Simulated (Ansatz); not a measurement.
System: NF3, charge 0, singlet. NF3 (SMILES FN(F)F).
B3LYP-D3(BJ)/def2-TZVP minimum from Ansatz (a first-principles code):
```xyz
4

N     -0.0011     0.0133     0.4825
F      0.0003     1.2327    -0.1591
F      1.0712    -0.6215    -0.1057
F     -1.0707    -0.6215    -0.1104
```
Charge 0, spin multiplicity 1.

Total energies in hartree (Ansatz). Radicals and triplets start from unrestricted determinants; spin-orbit coupling is neglected. Cores are frozen in correlated methods. No relativity.

| species | HF/cc-pVTZ | CCSD(T)/cc-pVTZ | HF/cc-pVQZ | CCSD(T)/cc-pVQZ | CCSD(T)/cc-pVDZ | CCSDT(Q)/cc-pVDZ |
|---|---|---|---|---|---|---|
| 1: NF3 (SMILES FN(F)F) | -352.67373 | -353.68012 | -352.70301 | -353.79300 | -353.32081 | -353.32404 |
| 2: N (quartet) | -54.40069 | -54.51471 | -54.40372 | -54.52482 | -54.47850 | -54.47866 |
| 3: F (doublet) | -99.40552 | -99.62036 | -99.41377 | -99.65026 | -99.52757 | -99.52776 |

Question: Work out the atomisation energy (electronic, to ground-state atoms) in kcal/mol: take Hartree-Fock from cc-pVQZ, extrapolate the CCSD(T) correlation energy as X^-3 (X = 3, 4), and add CCSDT(Q) - CCSD(T) in cc-pVDZ. 1 hartree = 627.51 kcal/mol.

Answer: 
Species 1: correlation (64·(-1.08999) - 27·(-1.00639))/37 = -1.15100; step -0.00323; E1 = -352.70301 + (-1.15100) + (-0.00323) = -353.85724
Species 2: correlation (64·(-0.12110) - 27·(-0.11402))/37 = -0.12627; step -0.00016; E2 = -54.40372 + (-0.12627) + (-0.00016) = -54.53015
Species 3: correlation (64·(-0.23649) - 27·(-0.21484))/37 = -0.25229; step -0.00019; E3 = -99.41377 + (-0.25229) + (-0.00019) = -99.66625
-1·E1 +1·E2 +3·E3 = 0.32834 hartree = 206.0 kcal/mol.
